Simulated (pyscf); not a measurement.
Optimised with ωB97X-D3(BJ)/def2-SVP in PySCF.

Question: For the elementary gas-phase step H₃C–O–Sn(=O)–OH → O=Sn=O + methanol (H₃C–OH) (singlet surface; O–Sn, H–O broken, H–O formed), what barrier and reaction energy does ωB97M-D3(BJ)/def2-TZVP give, measured from the reactant's lowest minimum found?

Answer: ΔE‡ = 34.5 kcal/mol, ΔE = +46.0 kcal/mol. Zero-point energy shifts the barrier by -2.0 kcal/mol. It is an elimination, with an imaginary mode of 1155i cm⁻¹. On the product side the descent ends in an adduct with a O–Sn contact, 21.8 kcal/mol under the separated species and 8.6 kcal/mol under the saddle at ωB97X-D3(BJ)/def2-TZVP. At ωB97M-D3(BJ) the saddle lies under the separated products, which points to a path from their complex (located at ωB97X-D3(BJ) alone), and parting the products costs more than the saddle. What is counted as broken (O–Sn) persists as a longer contact in the product adduct; parting that adduct is a step of its own. One saddle was located; it need not be the lowest between these sides. Elements past Kr carry the def2 core potentials, without spin-orbit coupling.
